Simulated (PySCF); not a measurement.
Rows and methods have been separated. Pair them.

Species: trans-2-pentene, C5H10.
SMILES: `C/C=C/CC`

The closed-shell ground state was solved 3 times with PySCF (density fitting, gas phase), always in the aug-cc-pVTZ basis (460 functions), with these functionals: CAM-B3LYP, PBE0 and wB97X-D. The structure is a single PBE0-D3(BJ)/def2-TZVP conformer in the gas phase; no vibrational or solvent corrections.

```json
{"row": "P", "total energy (Eh)": "-196.4868", "HOMO (eV)": "-8.24", "LUMO (eV)": "0.33", "dipole (D)": "0.05"}
{"row": "Q", "total energy (Eh)": "-196.3565", "HOMO (eV)": "-6.92", "LUMO (eV)": "0.01", "dipole (D)": "0.05"}
{"row": "R", "total energy (Eh)": "-196.5392", "HOMO (eV)": "-8.75", "LUMO (eV)": "0.91", "dipole (D)": "0.04"}
```

Problem. Which functional belongs to which row?

Solution. P = CAM-B3LYP, Q = PBE0, R = wB97X-D. By rising HOMO–LUMO gap: PBE0 (global hybrid, 25 % exact exchange) 6.93 eV; CAM-B3LYP (range-separated hybrid) 8.57 eV; wB97X-D (range-separated hybrid) 9.66 eV. Total energies of different functionals aren't bounds to one another; each is stationary for its own functional.

Conformer computed: `[CH3:1]/[CH:2]=[CH:3]/[CH2:4][CH3:5]`: C2–C3–C4–C5 -119°.

The pairwise dispersion term of wB97X-D wasn't added to the energies; at a given geometry it leaves orbitals and properties as they are.
